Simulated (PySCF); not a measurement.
Gas-phase reaction: 2 AlO + 4 HOF ⇌ 2 AlF₂OH + 4 O + H₂

Computed with PySCF and rigid-rotor harmonic-oscillator thermochemistry at 1 bar. † marks an energy on the PBE0/def2-TZVP geometry and frequencies. Open shells (unrestricted): AlO (multiplicity 2), O (multiplicity 3); the rest are closed-shell singlets. Spin-orbit splitting is ignored; it lowers the true energy and changes the entropy of O. AlF₂OH: computed as isolated molecules; such fragments, hydroxides, amides, oligomers or adducts are transient or little studied in the gas.

LDA/def2-TZVP† gives ΔH°(298 K) = -519 kJ.

Question: What do BLYP/def2-TZVP†, r2SCAN/def2-TZVP†, PBE/def2-TZVP† give?

Answer: BLYP/def2-TZVP†: -816 kJ; r2SCAN/def2-TZVP†: -1021 kJ; PBE/def2-TZVP†: -749 kJ. For scale, ΔH°(298 K) is -519 kJ at this level, -1055 kJ at ωB97M-V/def2-TZVP†, and runs from -1117 to 608 kJ over the 14 levels computed.
